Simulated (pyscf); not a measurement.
`[OH][Bi]([F])[F]` + `[FH]` -> `[F][Bi]([F])[F]` + `[OH2]`, a four-centre exchange (singlet surface; Bi–O, F–H broken, Bi–F, H–O formed). Optimised with ωB97X-D3(BJ)/def2-SVP in PySCF. Energies in kJ/mol from the separated reactants.

GFN2-xTB: tblite. 

Question: Quick GFN2-xTB single points give ΔE‡ = -37.5 kJ/mol and ΔE = -36.4 kJ/mol. What does ωB97M-D3(BJ)/def2-TZVP give, and how far is the quick result from it?

Answer: ωB97M-D3(BJ)/def2-TZVP gives ΔE‡ = -24.3 kJ/mol and ΔE = -29.7 kJ/mol. GFN2-xTB lies 13.2 kJ/mol under it in the barrier and 6.7 kJ/mol under it in the reaction energy, so on this step it does not hold to within 12.6 kJ/mol. ωB97M-D3(BJ)/def2-TZVP has limits of its own. On the reactant side the descent ends in a bound adduct, 50.4 kJ/mol under the separated species and 21.7 kJ/mol under the saddle at ωB97X-D3(BJ)/def2-TZVP. On the product side the descent ends in an adduct with a Bi–O contact, 60.2 kJ/mol under the separated species and 59.0 kJ/mol under the saddle at ωB97X-D3(BJ)/def2-TZVP. At ωB97M-D3(BJ) the saddle lies under the separated reactants, which points to a path from their complex (located at ωB97X-D3(BJ) alone). What is counted as broken (Bi–O) persists as a longer contact in the product adduct; parting that adduct is a step of its own. One saddle was located; it need not be the lowest between these sides. In the def2 sets elements past Kr carry core potentials, without spin-orbit coupling.
